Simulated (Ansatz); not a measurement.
## Isomers

Structures of BH₃SO, closed shell, relaxed at PBE0-D4/def2-TZVP (vibrations not checked; lower isomers may exist, and structures with a doubtful reference or unclear bonds are left out). Ansatz 0.2.0; basis: def2-TZVPP; cores frozen in the correlated methods. B3LYP uses VWN-RPA correlation.

(1) Rank them by CCSD(T) energy, lowest first, and give each one's height above the lowest. Links in brackets join atoms within 1.22 times the sum of their covalent radii (1.1 for two metals). (To be estimated.)
A.
BH₃SO ([OH][BH][SH])
```
6
angstrom
O 0.3152 -0.2839 1.0500
B 0.1769 0.1684 -0.2194
S -1.3364 -0.1381 -1.1411
H -1.9702 -0.8171 -0.1686
H 1.0397 0.7827 -0.7786
H 1.1645 -0.0588 1.4365
```
B.
a complex of BHO ([BH][O]) + H₂S
```
6
angstrom
O -1.3087 0.3304 -0.4861
B -0.2007 0.3890 -0.9454
S 1.1969 -0.9122 1.7598
H -0.1370 -1.0256 1.6593
H 0.8564 0.4699 -1.4449
H 1.1010 0.2944 2.3388
```
C.
BH₃SO ([BH2][O][SH])
```
6
angstrom
B -0.8488 0.0276 -0.5295
S 1.2222 0.4444 1.0215
O 0.3941 -0.3685 -0.1872
H -1.3623 -0.6096 -1.3996
H -1.3729 0.9558 0.0188
H 2.3146 -0.3304 0.9250
```

(2) Do PBE-D4, r2SCAN-D4, PBE0-D4, B3LYP-D4, wB97M-V, HF, MP2 give the same order? (A judgement: the text doesn't fix the answer.)

The T1 diagnostic stays at or below 0.017.

For scale, one of the runs: CCSD(T)/def2-TZVPP, 146 basis functions, launched by `ansatz run in.yaml --threads 2 --pin off --events-out ev --progress --plain --max-ram 4352MiB`. The run took 12 s on 2 CPU threads of an Arm Neoverse V1 (shared host), with 0.87 GiB of host memory at its peak.

Answers

(1) Computed: A (0.0 kJ/mol), B (108.9 kJ/mol), C (225.2 kJ/mol). Heights count from the lowest.

(2) Computed: All do.
